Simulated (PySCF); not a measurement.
O₃: from structure and modes to constants

Level of theory: PBE0/[O def2-TZVP], no relativity, density fitting, PySCF.

The singlet minimum has C2v symmetry. Masses (u): O 15.99492.

```xyz
3
charge 0 multiplicity 1, angstrom
O     0.0000    0.0000   -0.4227
O     1.0634    0.0000    0.2113
O    -1.0634    0.0000    0.2113
```

Harmonic wavenumbers (cm⁻¹): 779.6 (a1, ×1), 1304.7 (b2, ×1), 1326.9 (a1, ×1).

**Question.** Find the principal moments of inertia and the rotational constants. What kind of rotor is it?

**Answer.** About the centre of mass I = 4.286, 36.176, 40.462 u Å². With B = 16.8576/I this gives 3.933, 0.466, 0.4166 cm⁻¹. The molecule is an asymmetric top with κ = -0.97.

**Question.** What is the harmonic zero-point energy?

**Answer.** Half the sum of all 3 wavenumbers, 3411/2 = 1706 cm⁻¹, which is 20.4 kJ/mol (1 cm⁻¹ = 0.0119627 kJ/mol).

**Question.** Find the vibrational entropy and heat capacity at 298.15 K.

**Answer.** With u = 1.43878 ω/T, each mode gives S = R[u/(eᵘ−1) − ln(1−e⁻ᵘ)] and C = R u² eᵘ/(eᵘ−1)².
```
ω (cm⁻¹)      u  S (J/(mol K))  C (J/(mol K))
   779.6  3.762           0.94           2.87
  1304.7  6.296           0.11           0.61
  1326.9  6.403           0.10           0.57
```
The sums over all modes are S = 1.2 and C = 4.0 J/(mol K); the softest mode gives 81 % of the entropy.

**Question.** Give the standard entropy (298.15 K, 1 bar) by its translational, rotational, vibrational and spin parts, and Cp.

**Answer.** Sackur–Tetrode with M = 47.98 u gives 157.1; rotation with symmetry number 2 gives 79.1; vibration 1.2; spin R ln 1 = 0.0. The total is 237.4 J/(mol K), and Cp = 4 R + 4.0 = 37.3 J/(mol K).

Only a few start shapes were tried, so a lower isomer may exist.
